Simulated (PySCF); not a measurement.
Computed NMR parameters against published values

Cartesian coordinates in Å; atom numbers follow the order of the lines, from 1:
```xyz
9

F     2.5940    0.3786    0.1756
C     1.2657    0.2988    0.0932
C     0.5319   -0.8319   -0.0400
C    -0.8514   -0.5381   -0.0949
C    -1.1157    0.7876   -0.0030
S     0.3120    1.7394    0.1549
H     0.9560   -1.8166   -0.0956
H    -1.6113   -1.2907   -0.1984
H    -2.0676    1.2789   -0.0169
```

Published estimates (parent shift plus substituent increments) and measurements: δ $^{1}$H H8 6.55; H9 6.45; H7 6.31 ppm (estimated from measurements, as parent shift plus tabulated substituent increment; solution, not stated per compound (mostly CDCl3 or CCl4); Pretsch, Buehlmann, Badertscher, Structure Determination of Organic Compounds, 4th ed. (2009)).

[PySCF 2.14: σ from GIAO-PBE0/pcSseg-1; geometry: GFN2-xTB; in vacuum; non-relativistic; one conformer]

Question: Set the calculated values beside the experiment.

Answer: 
Reference values: estimated from measurements, as parent shift plus tabulated substituent increment (solution, not stated per compound (mostly CDCl3 or CCl4); Pretsch, Buehlmann, Badertscher, Structure Determination of Organic Compounds, 4th ed. (2009)).
```
atoms   quantity  reference  computed  computed, scaled
   H8  δ $^{1}$H       6.55      6.90              6.60
   H9  δ $^{1}$H       6.45      6.48              6.20
   H7  δ $^{1}$H       6.31      6.64              6.36
```

Computed shifts are σ(ref) − σ with the named reference compound (TMS for H and C) calculated as an isolated molecule at the same level. The measured values may be among those fitted. Expected solution values come from regression of measured δ (H and C: mostly CDCl3, vs TMS) on computed σ: $^{1}$H (scatter 0.17 ppm rms, 0.18 ppm with the 4 outliers that the fit left out). Occasional misses reach two or three times the rms, and more in compound classes unlike the fitted ones.

Question: How far are the unscaled $^{1}$H shifts from the references?

Answer: Mean signed difference +0.24 ppm, mean absolute 0.24 ppm over 3 comparisons; the largest is +0.35 ppm at H8 (hydrogen on an aromatic CH).
